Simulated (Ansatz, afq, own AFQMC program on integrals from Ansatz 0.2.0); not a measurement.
Integrals from Ansatz 0.2.0, then the random walk in our own AFQMC program (afq).

```yaml
crystal:
  periodic: [false, false, false]
  atoms:
    - {symbol: Ge, position_ang: [0.000000, 0.000000, 1.116883]}
    - {symbol: Ge, position_ang: [0.000000, 0.000000, -1.172282]}
    - {symbol: H, position_ang: [0.000000, 1.262069, 1.996235]}
    - {symbol: H, position_ang: [0.000000, -1.262069, 1.996235]}
basis:
  gaussian: {orbitals: cc-pVDZ}
magnetization: {spin_polarized: true, initial_magnetization: 0}
correlation: {method: ccsd_t, electrons: outside_noble_gas, hamiltonian_folder: ham}
```

```sh
$ ansatz run in.yaml --threads 1 --pin off --events-out ev --progress --plain --max-ram 1382MiB
```

afq runs on the folder ham with

```
--method phaseless --trial cisd --walkers 10 --populations 1 --least-time 40 --time-step 0.01 --steps-per-block 50 --equilibration-blocks 6 --max-blocks 120 --target-error 0.00076 --factor-cut 1e-05 --start determinant --seed 7420 --taylor-order 6
```

Times are imaginary, in 1/Eh. The walk had a cap of 214 s. Filled inner d shells are frozen with the cores.

Output of the walk:

```
orbitals 36  electrons 5 5  factors 294 of 742
reference energy -4151.76996927 Eh
CCSD correlation -0.19785305 Eh in 12 cycles, weight of the determinant in the CISD state 0.8431
energy of the start -4151.967822 Eh
 block  time / (1/Eh)  mean weight  energy / Eh
     1     0.500  0.9923  -4151.964365
     2     1.000  1.0008  -4151.966948
     3     1.500  1.0036  -4151.967560
     4     2.000  1.0012  -4151.969940
     5     2.500  1.0016  -4151.983208
     9     4.500  0.9944  -4151.973673
    19     9.500  1.0034  -4151.968564
    31    15.500  1.0056  -4151.969447
    43    21.500  1.0016  -4151.979182
    55    27.500  0.9915  -4151.965793
    67    33.500  0.9993  -4151.974162
    70    35.000  1.0023  -4151.957626
    79    39.500  0.9994  -4151.972556
    85    42.500  0.9734  -4151.992076
    91    45.500  0.9958  -4151.974926
   103    51.500  1.0041  -4151.962866
   115    57.500  1.0137  -4151.985414
   124    62.000  0.9973  -4151.964505
blocks merged  error / Eh  count
     1  0.000656  120
     2  0.000804  60
     4  0.000967  30
     8  0.001251  15
energy -4151.973791 +/- 0.000967 Eh
(rows thinned)
```

The run passed its tests (sampling time, drift between the halves within three errors, error under three times the target), which doesn't prove that it has relaxed. The second half of the sampling lies below the first by 1.6 errors of their difference, so the energy may still be moving and its error bar be too small.

Against this walk (error 26.3 meV) on the same determinant: CCSD(T) 54.4 meV lower, CCSDT(Q) 105.1 meV lower. The error is statistical and leaves out the bias of the constraint. CCSDT(Q) is the surest value here, so the walk's 105 meV above it is most likely the bias of the constraint with this trial, which can have either sign, or comes from the drawn settings.

Cautions: constraint bias not in the error; error above the target (26.3 against 20.7 meV); no relativity below Rb; no spin-orbit coupling; inner d shell frozen; higher spins were not checked; an unrestricted solution with more broken spin lies lower (168 meV, ⟨S²⟩ 0.73), while this determinant keeps restricted orbitals; so few walkers bias the energy; the time-step error isn't removed.

The walk took 16 s on 1 thread of Arm Neoverse V2 (shared host). The log's last line is the phaseless energy.

CCSDT and higher add their correlation energy to the determinant of the CCSD(T) run, since their own runs factorise the integrals more tightly (a shift of under 2 meV). A walk keeps the symmetry of its determinant, which the program's search chose and which needn't be the lowest solution, so a lower state of the same spin and another symmetry isn't excluded.
